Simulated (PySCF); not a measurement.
C2H5Cl, SMILES CCCl, CAM-B3LYP/def2-SVP optimised geometry.

```
8

C      0.89    -0.32     0.00
C     -0.62    -0.32     0.00
Cl    -1.28     1.35     0.00
H      1.27    -1.35     0.00
H      1.28     0.19     0.89
H      1.28     0.19    -0.89
H     -1.03    -0.82     0.89
H     -1.03    -0.82    -0.89
```

Density from CAM-B3LYP/def2-TZVP (PySCF 2.14.0) at that geometry.

Minimum of the electron density along straight lines between bonded atoms, close to the bond critical point (lines longer than 1.1 times the sum of covalent radii, or with two minima, are not listed):

| bond | length / Å | ρ at the minimum / e bohr⁻³ | ∇²ρ there / e bohr⁻⁵ | position (fraction from the first atom) |
|---|---|---|---|---|
| C1–C2 | 1.512 | 0.256 | -0.67 | 0.49 |
| C2–Cl3 | 1.796 | 0.180 | -0.24 | 0.42 |
| C1–H4 | 1.101 | 0.272 | -0.92 | 0.64 |
| C1–H5 | 1.099 | 0.275 | -0.94 | 0.64 |
| C1–H6 | 1.099 | 0.275 | -0.94 | 0.64 |
| C2–H7 | 1.098 | 0.283 | -0.99 | 0.65 |
| C2–H8 | 1.098 | 0.283 | -0.99 | 0.65 |
